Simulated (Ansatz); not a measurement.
Energy needed to pull apart CH5FSi (SMILES FC[SiH3]), singlet, into free ground-state atoms, from the structure below (displaced at random from a GFN2-xTB minimum); no zero-point or spin–orbit terms; open-shell atoms are treated unrestricted, in their ground-state multiplicity.

```
atom    x (Å)    y (Å)    z (Å)
  F1  -0.7879  -0.5236  -1.6931
  C2  -0.5027   0.4443  -0.6533
 Si3   0.5070  -0.4315   0.7146
  H4  -1.4683   0.6294  -0.5100
  H5   0.0563   1.1863  -1.0917
  H6   0.6111   0.6958   1.5728
  H7   1.8524  -0.7530   0.1848
  H8  -0.2700  -1.6167   1.1627
```

Program: Ansatz 0.2.0. Basis: def2-TZVPP. Cores are frozen in the correlated methods. B3LYP uses VWN-RPA correlation.

```csv
method,atomization energy (eV)
PBE-D4,?
r2SCAN-D4,26.48
PBE0-D4,26.27
B3LYP-D4,?
r2SCANh-D4,26.34
wB97M-V,26.57
HF,19.62
MP2,25.99
CCSD,25.58
CCSD(T),25.87
```

Q: What does PBE-D4 give? (Judge from chemistry; the value comes from the calculation.)

A: By the calculation: 26.62 eV, which is about 0.76 eV more than CCSD(T)/def2-TZVPP.

Q: What does B3LYP-D4 give? (To be estimated.)

A: Computed: 26.53 eV, which is about 0.66 eV more than CCSD(T)/def2-TZVPP.

In triple zeta the MP2 and coupled-cluster atomization energies are still short of their basis limit by a few kcal/mol a bond, whereas those of the functionals are nearly converged, so these differences are not deviations from converged CCSD(T).

The T1 diagnostic stays at or below 0.012.

For scale, one of the runs: CCSD(T)/def2-TZVPP forces, 174 basis functions (an equivalent command: `ansatz run in.yaml --threads 4`). The run took 70 s on 4 CPU threads (shared host), with 3 GiB of host memory at its peak.
